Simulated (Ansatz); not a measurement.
The first iterations of a band of C2H5OS (9 atoms, charge 1, multiplicity 1).

Computed with Ansatz 0.2.0, RKS PBE0-D4/def2-mTZVP.

- movable images: 5
- climbing image: yes
- spring: 5.0 eV/Å²
- optimiser: quadratic models (default)
- start path: IDPP
- force threshold: 0.05 eV/Å
- iteration limit: 60
- end points: relaxed

First end point:

```xyz
9
Properties=species:S:1:pos:R:3
O -0.242 1.659 -1.326
C -0.526 0.692 -0.486
C 0.457 -0.088 0.001
S -0.030 -1.339 1.106
H -1.031 2.146 -1.602
H -1.567 0.547 -0.203
H 1.502 0.024 -0.256
H 0.839 -1.193 2.146
H 0.597 -2.447 0.621
```

Last end point:

```xyz
9
Properties=species:S:1:pos:R:3
O -0.372 1.596 -1.261
C -0.393 0.584 -0.424
C 0.755 -0.028 -0.084
S 0.857 -1.381 1.017
H -1.257 1.953 -1.427
H -1.360 0.273 -0.029
H 1.720 0.272 -0.470
H -0.079 -2.266 0.574
H 0.130 -1.003 2.104
```

| iteration | highest image above the first end (eV) | largest band force component (eV/Å) |
| --- | --- | --- |
| 1 | 0.555 | 2.235 |
| 2 | 0.329 | 0.818 |

Does the band converge within its limit, and where does its top end?

The forces met the threshold. It ended after 6 iterations with the highest image 0.309 eV above the first end. A vibrational analysis at the climbing image gives one clearly imaginary mode, 249i cm⁻¹: a first-order saddle point. Limits of this set-up: the dipole of an ion depends on the origin.

Run time: 70 s on 2 threads of Arm Neoverse V1, with other jobs on the host, peak memory 0.19 GiB.
